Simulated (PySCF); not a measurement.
**CHF2: g tensor and hyperfine couplings**

Species: difluoromethyl radical, CHF₂ (doublet state).
Bonds: F1–C2, C2–F3. Hydrogens: H4 on C2.

Identity: difluoromethyl radical (`F[CH]F`).

Computed with PySCF 2.14.0, UKS B3LYP, IGLO-III on C F, pcH-1 on H, non-relativistic, mean-field spin-orbit, GIAO. Geometry: PBE0-D3(BJ)/def2-SVP; no solvent, vibrations or thermal averaging.

```
g1, g2, g3                      : 2.00193, 2.00471, 2.00491
g_iso                           : 2.00385
Form of g                       : close to axial: the two nearest values differ by 6 % of g3 − g1
⟨S²⟩                            : 0.7522 (exact 0.7500)
HOMO–LUMO gap, α and β orbitals : 8.16, 9.47 eV
```

Hyperfine couplings atom by atom, in MHz; T1 to T3 are the principal values of the dipolar part:

```tsv
atom	isotope	a_iso	T1	T2	T3	Mulliken spin population
F1	19F	218.7	-233.5	-213.0	446.5	0.04
C2	13C	397.3	-77.0	-76.6	153.5	0.92
F3	19F	218.7	-233.5	-213.0	446.5	0.04
H4	1H	66.9	-30.6	-7.2	37.9	0.00
```

The largest Mulliken spin population is on C2 (+0.92). The angles at C2 add up to 340.4°, so it is pyramidal.

Under fast tumbling the dipolar parts average out, and these isotropic splittings remain: 2 × 19F (F1/F3, I = 1/2, 3 lines) with 7.80 mT and 1 × 1H (H4, I = 1/2, 2 lines) with 2.38 mT.

The 13C coupling of C2 (397.3 MHz) shows only in satellite lines or after enrichment, since that isotope makes up about 1.07 % of natural carbon.

Time: 17 s wall. Hardware: an Arm Neoverse N1 with one thread, no GPU (shared host).
